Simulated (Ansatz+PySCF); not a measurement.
doublet BCl₃(+): levels of theory in one basis

| atom | x (Å) | y (Å) | z (Å) |
| --- | --- | --- | --- |
| B | 0.0016 | 0.0033 | -0.0093 |
| Cl | 0.0047 | 1.7318 | -0.0081 |
| Cl | 1.4943 | -0.8729 | 0.0000 |
| Cl | -1.5109 | -0.8631 | 0.0038 |

Basis set: cc-pVTZ on B; cc-pV(T+d)Z on Cl (spherical functions). Correlated methods keep 16 orbitals frozen. Correlation on ROHF uses semicanonical orbitals with singles. Charge 1, multiplicity 2.

Computed with Ansatz (development build ahead of 0.2.0); each method stands on the lowest determinant of its kind that the runs found.

```
  method  E − E(ROHF) (eV)  <S²> of the determinant
    ROHF              0.00                     0.75
     UHF             -0.17                     0.76
ROHF-MP2            -17.21                        –
 UHF-MP2            -17.18                     0.76
```

(1) Is a single determinant a sound starting point here?

## Answers

(1) Only with care. Unrestricted orbitals gain 0.17 eV and <S²> is 0.76 against 0.75 for a pure state, but several determinants compete.

Caution for ROHF-MP2, UHF-MP2: MP2 on this radical cation hangs on the determinant chosen; another reference gives a lower total.
